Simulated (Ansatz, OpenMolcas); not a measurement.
## From OpenMolcas to Ansatz

This OpenMolcas 26.06 job computes doublet BH2F+:

input.xyz:
```
4

B     -0.027300    -0.004000    -0.030800
F      1.061200    -0.296700     0.649900
H     -1.012500    -0.649100     0.186200
H      0.034200     0.889600    -0.825600
```

run.inp:
```
* BFH2 Hartree-Fock
&GATEWAY
BasLib = $CurrDir
Coord = input.xyz
Basis = STO-3G
Group = NoSym
&SEWARD
&SCF
UHF
Charge = 1
Spin = 2
Thresholds = 1e-10 1e-07 1e-07 1e-05
PrOrbitals = 1 1
```

```bash
$ export MOLCAS_MEM=1860
$ pymolcas run.inp > run.log
```

(Basis files named in the input come from the Basis Set Exchange and aren't shown.)

The shape is that of a PBE0-D4/def2-TZVP optimisation. That shape belongs to the parent species and isn't relaxed for this state.

It gives a total energy of -123.237247 Eh.

Write the same calculation for Ansatz 0.2.0 as an input file of the program's own.

One way, which was run:

molecule.yaml:
```yaml
crystal:
  periodic: [false, false, false]
  atoms:
    - {symbol: B, position_ang: [-0.027300, -0.004000, -0.030800]}
    - {symbol: F, position_ang: [1.061200, -0.296700, 0.649900]}
    - {symbol: H, position_ang: [-1.012500, -0.649100, 0.186200]}
    - {symbol: H, position_ang: [0.034200, 0.889600, -0.825600]}
basis:
  gaussian:
    orbitals: STO-3G
magnetization:
  spin_polarized: true
  initial_magnetization: 1
total_charge: 1
hamiltonian:
  xc: hf
accuracy: high
```

```bash
$ ansatz run molecule.yaml --threads 1 --pin off --max-ram 2610MiB --events-out events.jsonl --progress --plain --runs-dir runs
```

Its energy is -123.237247 Eh, 0.000 mEh from the first.
